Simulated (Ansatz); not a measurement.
# Mo (Mo, bcc): the cost of one run

Program: Ansatz 0.2.0. Level of theory: DFT revPBE, plane waves (420 eV) with PAW, scalar-relativistic; PAW files made under PBE, frozen cores solved again for the functional. These are calculated values, not measurements.

### Step 1. The starting structure

Symmetry: Im-3m, No. 229, cubic system. Conventional cell: a = 3.147 Å, b = 3.147 Å, c = 3.147 Å, α = 90.00°, β = 90.00°, γ = 90.00°. Mo (site symmetry m-3m) is surrounded by 8 Mo at 2.73 Å.

As a file:

```cif
data_structure
_symmetry_space_group_name_H-M 'P 1'
_symmetry_Int_Tables_number 1
_cell_length_a 2.7256
_cell_length_b 2.7256
_cell_length_c 2.7256
_cell_angle_alpha 109.471
_cell_angle_beta 109.471
_cell_angle_gamma 109.471
_cell_volume 15.59
loop_
_atom_site_label
_atom_site_type_symbol
_atom_site_fract_x
_atom_site_fract_y
_atom_site_fract_z
_atom_site_occupancy
Mo1 Mo 0.00000 0.00000 0.00000 1
```

### Step 2. Relaxing cell and atoms

File input.yaml:

```yaml
crystal:
  lattice:
    - [-1.57365, 1.57365, 1.57365]
    - [1.57365, -1.57365, 1.57365]
    - [1.57365, 1.57365, -1.57365]
  atoms:
    - { symbol: Mo, position: [0.0, 0.0, 0.0] }
hamiltonian:
  xc: revpbe
  pseudopotentials:
    kind: paw
    azcp:
      Mo: "pseudopotentials/Mo.paw.azcp"
basis:
  ecutwfc: 420
  fft_grid_basis: typed
kpoints:
  mp_grid: { grid: [14, 14, 14], shift: [0, 0, 0] }
magnetization:
  spin_polarized: false
scf:
  occupations: { method: fermi_dirac, width: 0.1 }
relax:
  max_steps: 60
  f_tol: 0.01
  cell: {}
```

Q: Estimate wall time and peak memory on 1 thread of an x86-64 CPU, shared host.

About 8.8 s, with a peak of 0.5 GiB.
